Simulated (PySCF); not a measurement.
Consider epifluorohydrin, `FC[C@@H]1CO1` (C3H5FO). Numbering: `[F:1][CH2:2][C@@H:3]1[CH2:4][O:5]1` These are map numbers, not IUPAC locants.

Level of theory: ωB97X-D3(BJ)/ma-def2-TZVP single points in PySCF, grid level 2; every species was optimised with PBE0-D3(BJ)/def2-SVP. The prefix ma- adds one diffuse s and one diffuse p function on all atoms but H. ωB97X-D3(BJ) is ωB97X-V with D3(BJ) in place of VV10. Thermal corrections: PBE0-D3(BJ)/def2-SVP frequencies, unscaled, ideal gas at 298.15 K and 1 bar, quasi-RRHO entropy.

Task: What are the vertical and the adiabatic ionisation energy for forming the radical cation?

Result: 10.86 eV vertical and 10.43 eV adiabatic, the latter with zero-point energy.

Task: Where does the unpaired spin of the relaxed radical cation sit?

Result: C4 (methylene carbon) 0.34, O5 (ether oxygen) 0.31, C3 (methine carbon) 0.25 (intrinsic atomic orbital populations).

Task: What oxidation potential follows in acetonitrile (IEF-PCM), given that Fc+/Fc comes at 4.54 V absolute with this functional and basis?

Result: In the gas phase ΔG of oxidation is 10.405 eV, and solvation is -19.9 kJ/mol for the parent and -276.8 kJ/mol for the product, so the absolute potential is 7.74 V, or 3.20 V against Fc+/Fc. Fc+/Fc in acetonitrile, 4.54 V, is ωB97X-D3(BJ)/ma-def2-TZVP on PBE0-D3(BJ)/def2-SVP structures with GFN2-xTB thermal terms. Benchmark calculations put it near 5.0 V in acetonitrile and DMSO, so it is about 0.5 V low, and the value against it can read up to that much too high. The solvent is electrostatics only, on gas-phase structures; the absolute scale refers to an electron at rest in vacuum.

Task: How far is −ε(HOMO) from the vertical value by ΔSCF?

Result: −ε(HOMO) = 10.84 eV, which is 0.02 eV below the ΔSCF value.
